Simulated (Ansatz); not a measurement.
A run of Ansatz (development build ahead of 0.2.0) on doublet CH at this shape:

```
atom   x (Å)   y (Å)    z (Å)
   C  0.0000  0.0000  -0.1744
   H  0.0000  0.0000   1.0463
```

Its results:

* Converged: yes
* Reference energy: -38.27013 hartree
* Correlation energy: -0.07468 hartree
* Total energy: -38.34481 hartree
* Spin squared of the determinant: 1.055

**Question.** Which input gives this output? Name the method, the orbitals and the basis set, and write the input.

**Answer.** UHF-MP2 in cc-pVDZ.

```yaml
crystal:
  periodic: [false, false, false]
  atoms:
    - { symbol: C, position_ang: [0.0, 0.0, -0.17438] }
    - { symbol: H, position_ang: [0.0, 0.0, 1.04629] }
basis:
  gaussian: { orbitals: cc-pVDZ }
magnetization:
  spin_polarized: true
  initial_magnetization: 1
hamiltonian:
  xc: hf
correlation:
  method: mp2
  frozen_orbitals: { C: 1, H: 0 }
```

Caution: the unrestricted determinant is spin contaminated.
